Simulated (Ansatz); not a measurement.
Cost and result for the atomization energy of C$_{4}$H$_{7}$FS (`C=CCC(F)S`) (13 atoms, 12 bonds).

Cartesian coordinates in Å:
```
C 1.486 0.903 -1.013
C 0.982 0.377 0.093
C -0.428 0.567 0.547
C -1.361 -0.593 0.234
F -1.579 -0.635 -1.128
S -0.839 -2.204 0.846
H 0.886 1.524 -1.670
H 2.516 0.731 -1.304
H 1.619 -0.235 0.727
H -0.460 0.728 1.628
H -0.859 1.452 0.068
H -2.331 -0.425 0.713
H 0.369 -2.191 0.259
```

The species carries charge 0 and has multiplicity 1. Geometry: relaxed with PBE0-D4/def2-TZVP. It is one conformer, not always the lowest. Program: Ansatz. All runs use 2 threads of an AMD EPYC 7R13 on a shared host and a share of an NVIDIA H100 80 GB. Times are those of one run each, without the atoms' runs, and a repeat can differ threefold. Electronic energies, without spin–orbit coupling; frozen cores. CCSD(T)/CBS adds CCSD(T) − MP2 in def2-TZVPP to the MP2 limit, and its time is that of the two runs behind it. T1 = 0.011. B3LYP takes the VWN-RPA correlation (the form of Gaussian; ORCA's B3LYP/G).

CCSD(T)/CBS is a level of theory with its own doubt, some kJ/mol a heavy atom from the limit and from the frozen cores, so smaller differences don't rank the functionals.

```tsv
level	functions	wall time	atomization (kJ/mol)	difference from CCSD(T)/CBS	per bond
B3LYP-D4/def2-TZVPP (with forces)	295	1.8 s	5106.8	0.1	0.0
PBE0-D4/def2-TZVPP	295	2.1 s	5152.5	45.8	3.8
ωB97X-V/def2-TZVPP	295	2.2 s	5120.0	13.3	1.1
B2PLYP/def2-TZVPP	295	2.4 s	5053.3	-53.4	-4.4
ωB97M-V/def2-TZVPP (with forces)	295	2.8 s	5131.2	24.5	2.0
r2SCAN-D4/def2-TZVPP (with forces)	295	2.9 s	5129.8	23.1	1.9
PBE-D4/def2-TZVPP (with forces)	295	2.9 s	5252.7	146.0	12.2
MP2/def2-QZVPP	565	4.6 s	5144.8	38.1	3.2
CCSD(T)/def2-TZVPP	295	4.6 s	4981.0	-125.7	-10.5
CCSD(T)/CBS(def2)	–	9.1 s	5106.7	0.0	0.0
```

The D4 term adds +45.5 kJ/mol with B3LYP and +24.1 kJ/mol with PBE0; it sums over pairs of atoms, weighted by their polarisabilities, and B3LYP, whose exchange is more repulsive, gets the larger term. From PBE to PBE0 (25 % exact exchange), in def2-TZVPP and without D4, the atomization energy moves by −95.8 kJ/mol: exact exchange takes away binding that semilocal exchange gives to molecules. In def2-TZVPP, CCSD(T) changes the Hartree–Fock value by +1256.2 kJ/mol (the triples alone add +82.8 kJ/mol) and MP2 by +1346.3 kJ/mol; breaking electron pairs costs correlation energy, which Hartree–Fock lacks.
